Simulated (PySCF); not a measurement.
Consider hydrogen peroxide, `OO` (H2O2). Coordinates in Å; atoms count from 1 in this order:
```
O    -0.6044    0.1649    0.3562
O     0.4328   -0.4626   -0.3809
H    -0.8333    0.8968   -0.2331
H     1.1803   -0.3552    0.2231
```

Computed at B3LYP-D3(BJ)/ma-def2-TZVP // PBE0-D3(BJ)/def2-SVP with PySCF (density fitting, grid level 2). The prefix ma- adds one diffuse s and one diffuse p function on all atoms but H. Thermal corrections: PBE0-D3(BJ)/def2-SVP frequencies, unscaled, ideal gas at 298.15 K and 1 bar, quasi-RRHO entropy.

Question: What are the vertical and the adiabatic ionisation energy for forming the radical cation?

Answer: 11.43 eV vertical and 10.52 eV adiabatic, the latter with zero-point energy.

Question: Where does the unpaired spin of the relaxed radical cation sit?

Answer: O1 (hydroxyl oxygen) 0.51, O2 (hydroxyl oxygen) 0.51 (intrinsic atomic orbital populations).

Question: How far is −ε(HOMO) from the vertical value by ΔSCF?

Answer: −ε(HOMO) = 7.88 eV, which is 3.55 eV below the ΔSCF value.
